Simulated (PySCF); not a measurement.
**Basis-set dependence of population analyses: `CC#C[C@@H](C)F`**

Compound: C5H7F.
Structure used (PBE0-D3(BJ)/def2-SVP), in Å, numbered top down from 1:
```
atom  x, y, z in Å
C1     2.691    0.536    0.260
C2     1.330    0.041    0.153
C3     0.196   -0.377    0.065
C4    -1.180   -0.866   -0.030
C5    -2.184    0.250   -0.239
F6    -1.293   -1.766   -1.074
H7     2.708    1.632    0.372
H8     3.208    0.099    1.128
H9     3.271    0.282   -0.641
H10   -1.422   -1.420    0.895
H11   -1.950    0.799   -1.162
H12   -3.196   -0.172   -0.321
H13   -2.159    0.954    0.605
```

PBE0 throughout (PySCF), one geometry, spherical d and f functions. Geometry: PBE0-D3(BJ)/def2-SVP; no solvent, vibrations or thermal averaging. Atoms taken as equivalent share a column and are averaged. The first 7 of 9 kinds of atom are listed.

Mulliken charges (e):

```tsv
basis	functions	C1	C2	C3	C4	C5	F6	H7/H8/H9
STO-3G	37	-0.250	-0.045	-0.073	+0.037	-0.239	-0.107	+0.105
6-31G	68	-0.508	-0.111	-0.035	+0.134	-0.504	-0.340	+0.207
pcSseg-0	68	-0.590	-0.181	-0.145	+0.136	-0.641	-0.377	+0.267
6-31G*	98	-0.648	-0.006	+0.029	+0.138	-0.559	-0.346	+0.214
cc-pVDZ	119	-0.024	-0.226	+0.031	+0.058	-0.067	-0.235	+0.083
def2-SVP	119	+0.002	-0.225	-0.109	+0.231	-0.080	-0.268	+0.074
aug-cc-pVDZ	201	+0.209	-0.480	-0.036	+0.877	+0.246	-0.550	+0.038
6-311+G(2d,p)	204	-0.846	+0.445	-0.099	+0.078	-0.495	-0.236	+0.175
def2-TZVP	228	-0.455	+0.069	-0.055	+0.028	-0.338	-0.216	+0.160
cc-pVTZ	278	-0.322	-0.042	-0.030	+0.152	-0.284	-0.221	+0.123
IGLO-III	280	-0.340	-0.060	-0.033	+0.097	-0.341	-0.247	+0.139
pcSseg-2	314	-0.025	-0.111	-0.148	+0.329	-0.066	-0.299	+0.059
```

IAO charges (e):

| basis | functions | C1 | C2 | C3 | C4 | C5 | F6 | H7/H8/H9 |
| --- | --- | --- | --- | --- | --- | --- | --- | --- |
| STO-3G | 37 | -0.415 | -0.029 | -0.070 | +0.019 | -0.406 | -0.132 | +0.156 |
| 6-31G | 68 | -0.449 | -0.021 | -0.094 | +0.148 | -0.442 | -0.307 | +0.176 |
| pcSseg-0 | 68 | -0.442 | -0.024 | -0.092 | +0.138 | -0.437 | -0.296 | +0.174 |
| 6-31G* | 98 | -0.430 | -0.026 | -0.095 | +0.180 | -0.423 | -0.314 | +0.169 |
| cc-pVDZ | 119 | -0.431 | -0.028 | -0.097 | +0.179 | -0.422 | -0.316 | +0.170 |
| def2-SVP | 119 | -0.423 | -0.025 | -0.093 | +0.179 | -0.412 | -0.319 | +0.167 |
| aug-cc-pVDZ | 201 | -0.439 | -0.028 | -0.097 | +0.180 | -0.431 | -0.333 | +0.174 |
| 6-311+G(2d,p) | 204 | -0.441 | -0.028 | -0.097 | +0.178 | -0.433 | -0.333 | +0.175 |
| def2-TZVP | 228 | -0.440 | -0.029 | -0.097 | +0.183 | -0.434 | -0.332 | +0.175 |
| cc-pVTZ | 278 | -0.442 | -0.029 | -0.097 | +0.182 | -0.435 | -0.329 | +0.175 |
| IGLO-III | 280 | -0.442 | -0.028 | -0.097 | +0.180 | -0.434 | -0.333 | +0.175 |
| pcSseg-2 | 314 | -0.441 | -0.028 | -0.097 | +0.182 | -0.434 | -0.333 | +0.175 |

Hirshfeld charges (e):

```json
{"basis": "STO-3G", "functions": "37", "C1": "-0.004", "C2": "-0.072", "C3": "-0.101", "C4": "+0.121", "C5": "-0.043", "F6": "-0.081", "H7/H8/H9": "+0.033"}
{"basis": "6-31G", "functions": "68", "C1": "-0.072", "C2": "-0.049", "C3": "-0.088", "C4": "+0.095", "C5": "-0.102", "F6": "-0.137", "H7/H8/H9": "+0.057"}
{"basis": "pcSseg-0", "functions": "68", "C1": "-0.077", "C2": "-0.045", "C3": "-0.084", "C4": "+0.095", "C5": "-0.106", "F6": "-0.127", "H7/H8/H9": "+0.057"}
{"basis": "6-31G*", "functions": "98", "C1": "-0.073", "C2": "-0.053", "C3": "-0.085", "C4": "+0.089", "C5": "-0.102", "F6": "-0.124", "H7/H8/H9": "+0.057"}
{"basis": "cc-pVDZ", "functions": "119", "C1": "-0.085", "C2": "-0.047", "C3": "-0.082", "C4": "+0.078", "C5": "-0.115", "F6": "-0.110", "H7/H8/H9": "+0.060"}
{"basis": "def2-SVP", "functions": "119", "C1": "-0.090", "C2": "-0.043", "C3": "-0.079", "C4": "+0.080", "C5": "-0.118", "F6": "-0.118", "H7/H8/H9": "+0.060"}
{"basis": "aug-cc-pVDZ", "functions": "201", "C1": "-0.101", "C2": "-0.041", "C3": "-0.076", "C4": "+0.067", "C5": "-0.128", "F6": "-0.121", "H7/H8/H9": "+0.064"}
{"basis": "6-311+G(2d,p)", "functions": "204", "C1": "-0.092", "C2": "-0.044", "C3": "-0.080", "C4": "+0.068", "C5": "-0.119", "F6": "-0.124", "H7/H8/H9": "+0.062"}
{"basis": "def2-TZVP", "functions": "228", "C1": "-0.096", "C2": "-0.043", "C3": "-0.078", "C4": "+0.069", "C5": "-0.122", "F6": "-0.120", "H7/H8/H9": "+0.063"}
{"basis": "cc-pVTZ", "functions": "278", "C1": "-0.097", "C2": "-0.043", "C3": "-0.077", "C4": "+0.070", "C5": "-0.124", "F6": "-0.117", "H7/H8/H9": "+0.063"}
{"basis": "IGLO-III", "functions": "280", "C1": "-0.101", "C2": "-0.041", "C3": "-0.077", "C4": "+0.067", "C5": "-0.127", "F6": "-0.121", "H7/H8/H9": "+0.064"}
{"basis": "pcSseg-2", "functions": "314", "C1": "-0.102", "C2": "-0.039", "C3": "-0.075", "C4": "+0.067", "C5": "-0.128", "F6": "-0.121", "H7/H8/H9": "+0.064"}
```

Question: Which scheme is steadiest as the basis changes?

Answer: Largest range over the bases for any column: Hirshfeld 0.10 e, IAO 0.20 e, Mulliken 1.06 e. Hirshfeld charges move least and Mulliken charges most, counted in e. Without the minimal STO-3G basis the ranges are Hirshfeld 0.03, IAO 0.05, Mulliken 1.06 e.

Question: How much do the charges still move between the two largest bases, IGLO-III and pcSseg-2?

Answer: At most, over all atoms: Mulliken 0.315 e, IAO 0.002 e, Hirshfeld 0.002 e.

Question: What do the same runs give for the total energy, the frontier levels and the dipole moment?

Answer: 
```csv
basis,energy (Eh),HOMO (eV),LUMO (eV),μ (D)
STO-3G,-290.4046,-5.10,4.64,1.16
6-31G,-294.1161,-7.33,1.12,2.42
pcSseg-0,-293.5251,-7.65,0.85,2.44
6-31G*,-294.1773,-7.18,1.13,2.04
cc-pVDZ,-294.2001,-7.32,0.95,2.08
def2-SVP,-293.9695,-7.42,0.87,2.16
aug-cc-pVDZ,-294.2210,-7.47,-0.13,2.24
"6-311+G(2d,p)",-294.2756,-7.50,0.25,2.29
def2-TZVP,-294.3014,-7.47,0.66,2.19
cc-pVTZ,-294.2914,-7.44,0.73,2.14
IGLO-III,-294.3080,-7.49,0.54,2.24
pcSseg-2,-294.3020,-7.50,0.48,2.27
```

The dipole is fixed by the density alone, so its range of 1.28 D shows that the density itself changes with the basis, not only its division among atoms.
